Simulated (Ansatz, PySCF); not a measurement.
Process, species as SMILES: COC [methoxymethane] -> COC as doublet, charge +1 + e-
Structures are relaxed separately at B3LYP-D3(BJ)/def2-TZVP in Ansatz (a program for electronic structure). A spin state is the lowest found, not a proven ground state.

Quantity: adiabatic ionisation energy (electronic energy difference), in eV. Correlated levels leave the core frozen unless marked. Open shells are spin-unrestricted. No spin-orbit coupling. No relativistic terms. Basis-set limits of correlation are two-point, X^-3; Hartree-Fock from the larger set. The bracket is a focal-point correction in the basis named.

```
level                                                                program  adiabatic ionisation energy (eV)
-------------------------------------------------------------  -------------  --------------------------------
TPSS-D3(BJ)/def2-TZVPD                                         PySCF + dftd3                               [?]
B2GP-PLYP/def2-TZVPD                                                  Ansatz                              9.93
RPA@PBE/cc-pVQZ                                                       Ansatz                               [?]
SCS-MP2/aug-cc-pVTZ                                                   Ansatz                             10.31
RI-MP2/CBS(aug-cc-pVTZ,aug-cc-pVQZ)+[CCSD(T)-MP2]/aug-cc-pVTZ         Ansatz                             10.11
```

Problem. Some entries are withheld; supply them.

Solution. 
- TPSS-D3(BJ)/def2-TZVPD, adiabatic ionisation energy (eV): 9.50
- RPA@PBE/cc-pVQZ, adiabatic ionisation energy (eV): 10.26
